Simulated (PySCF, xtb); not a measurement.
C2H, SMILES C#[C] (connectivity only; charge and spin as stated), charge +1, multiplicity 1.

GFN2-xTB (xtb) at its own geometry gives an orbital gap of 1.86 eV.

Geometry: B3LYP-D3(BJ)/def2-TZVPD. The spin state was assumed, not searched. The isomer is the one that the SMILES or the coordinates give; other isomers of the formula were not compared.

What does CAM-B3LYP/def2-TZVPD in PySCF give? (Estimate from the structure and the level; the computed values follow.)

gap 5.16 eV (levels -19.52 and -14.36 eV).
